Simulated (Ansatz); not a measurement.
Reaction: CH6OSi (methoxysilane, SMILES [SiH3]OC) → SiH3 (SMILES [SiH3], doublet) + CH3O (SMILES [O]C, doublet) (the O-Si bond breaks)
Each species at its own B3LYP-D3(BJ)/def2-TZVP minimum (Ansatz, an electronic-structure program).

Quantity: bond dissociation energy (electronic), in kcal/mol. Radicals and triplets start from unrestricted determinants; spin-orbit coupling is neglected. CBS(X,Y): correlation extrapolated as X^-3, Hartree-Fock from the larger set. A bracket is a step between two methods taken in the basis named. The functionals are non-relativistic, so their misses hold any scalar relativity. Double hybrids freeze cores in their MP2 part. 'core' is core correlation in cc-pwCVTZ (1s frozen past Ne), 'X2C' scalar relativity in cc-pVTZ-DK, both at CCSD(T).

CCSD(T)/CBS(cc-pV(T+d)Z,cc-pV(Q+d)Z) + [CCSDT(Q) - CCSD(T)]/cc-pV(D+d)Z + core + X2C (Ansatz) gives 116.8 kcal/mol.

Task: How far off this value is PBE/def2-TZVPD (Ansatz), in which direction, and which of these levels come nearer: r2SCAN/def2-TZVPD, B3LYP/def2-TZVPD, PBE0/def2-TZVPD, wB97M-V/def2-TZVPD, B2PLYP/def2-TZVPD, CCSD(T)/CBS(cc-pV(T+d)Z,cc-pV(Q+d)Z) + core + X2C?

Result: PBE gives 105.4 kcal/mol, 11.4 kcal/mol below it. Differences of the others: r2SCAN/def2-TZVPD (Ansatz) -11.0; B3LYP/def2-TZVPD (Ansatz) -10.4; PBE0/def2-TZVPD (Ansatz) -10.4; wB97M-V/def2-TZVPD (Ansatz) -2.5; B2PLYP/def2-TZVPD (Ansatz) -5.1; CCSD(T)/CBS(cc-pV(T+d)Z,cc-pV(Q+d)Z) + core + X2C (Ansatz) 0.0 kcal/mol. Nearer than PBE: r2SCAN/def2-TZVPD, B3LYP/def2-TZVPD, PBE0/def2-TZVPD, wB97M-V/def2-TZVPD, B2PLYP/def2-TZVPD, CCSD(T)/CBS(cc-pV(T+d)Z,cc-pV(Q+d)Z) + core + X2C.
